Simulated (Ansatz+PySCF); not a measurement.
Results of a calculation; reference values are marked as such.
Input for PySCF 2.14.0:

```python
from pyscf import gto, scf

mol = gto.M(atom="""
N 0.000000 0.000000 -0.287870
H 0.000000 0.000000 2.015060
H 30.000000 0.000000 -0.570660
H 30.000000 0.000000 0.570660
""", basis='6-31g', charge=0, spin=2)
mf = scf.UHF(mol)
mf.init_guess = '1e'
mf.kernel()
while True:  # follow internal instabilities
    mo, _, stable, _ = mf.stability(return_status=True)
    if stable: break
    mf.kernel(mf.make_rdm1(mo, mf.mo_occ))
print(mf.converged, mf.e_tot, mf.spin_square()[0])
```

The script is written out from the run's settings.

The run gave:

```yaml
Converged: yes
Total_energy: -55.95066 hartree
Spin_squared_of_the_determinant: 2.956
```

Caution: the unrestricted determinant is a mixture of spin states.
